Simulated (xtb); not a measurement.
A geometry relaxed with GFN2-xTB in xtb, charge 0, multiplicity 1:

```xyz
4

B      0.0001    -0.0001     0.0000
Cl    -0.8531     1.4974    -0.0006
Cl    -0.8704    -1.4875    -0.0007
Cl     1.7235    -0.0099     0.0013
```

Problem. Write the SMILES of this molecule.

Solution. `ClB(Cl)Cl`
